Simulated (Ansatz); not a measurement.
Geometry optimisation, UKS B3LYP-D4/STO-3G in Ansatz 0.2.0.

input.yaml

```yaml
crystal:
  periodic: [false, false, false]
  atoms:
    - { symbol: C, position_ang: [-1.459, 0.7965, -0.8555] }
    - { symbol: O, position_ang: [-0.7387, 0.968, 0.315] }
    - { symbol: C, position_ang: [0.4, 0.1652, 0.3508] }
    - { symbol: C, position_ang: [0.1934, -1.3193, 0.2983] }
    - { symbol: O, position_ang: [1.3038, 0.4953, -0.715] }
    - { symbol: S, position_ang: [1.3114, 0.5165, 1.9235] }
    - { symbol: H, position_ang: [-0.8752, 1.0039, -1.76] }
    - { symbol: H, position_ang: [-1.9609, -0.1169, -0.9145] }
    - { symbol: H, position_ang: [-2.2849, 1.6235, -0.8022] }
    - { symbol: H, position_ang: [-0.2904, -1.6007, -0.6532] }
    - { symbol: H, position_ang: [1.0107, -1.9425, 0.4403] }
    - { symbol: H, position_ang: [-0.6013, -1.6131, 1.0724] }
    - { symbol: H, position_ang: [1.6857, 1.3353, -0.3853] }
    - { symbol: H, position_ang: [2.2925, -0.3411, 1.7142] }
magnetization:
  spin_polarized: true
basis:
  gaussian: { orbitals: STO-3G }
hamiltonian:
  xc: b3lyp
  dispersion: d4
relax:
  f_tol: 0.02
  max_steps: 40
```

Command:

```bash
$ ansatz run input.yaml --threads 1 --pin off --max-ram 2048MiB --backend cpu --events-out ev --progress --plain --runs-dir out
```

Question: Where does it end, and by what steps?

Answer: The forces met the threshold. Limits of this set-up: minimal basis. After 6 steps the energy has fallen by 1.099 eV; H13 moved furthest, 0.30 Å.

```json
{"step": "0", "energy less start (eV)": "0.0000", "largest force component (eV/Å)": "5.787", "accepted": "yes"}
{"step": "1", "energy less start (eV)": "-0.9733", "largest force component (eV/Å)": "1.072", "accepted": "yes"}
{"step": "2", "energy less start (eV)": "-1.0681", "largest force component (eV/Å)": "0.623", "accepted": "yes"}
{"step": "3", "energy less start (eV)": "-1.0946", "largest force component (eV/Å)": "0.259", "accepted": "yes"}
{"step": "4", "energy less start (eV)": "-1.0963", "largest force component (eV/Å)": "0.191", "accepted": "yes"}
{"step": "5", "energy less start (eV)": "-1.0993", "largest force component (eV/Å)": "0.049", "accepted": "yes"}
{"step": "6", "energy less start (eV)": "-1.0995", "largest force component (eV/Å)": "0.018", "accepted": "yes"}
```

```xyz
14
Properties=species:S:1:pos:R:3
C -1.482 0.855 -0.820
O -0.717 1.017 0.430
C 0.481 0.144 0.389
C 0.151 -1.391 0.260
O 1.327 0.452 -0.764
S 1.273 0.569 2.021
H -0.823 0.870 -1.713
H -2.075 -0.084 -0.835
H -2.180 1.712 -0.870
H -0.223 -1.619 -0.749
H 1.061 -1.985 0.435
H -0.610 -1.674 1.003
H 1.533 1.449 -0.614
H 2.269 -0.345 1.856
```

The run took 34 s on 1 thread of Arm Neoverse V2, on a shared host, peak memory 0.17 GiB.
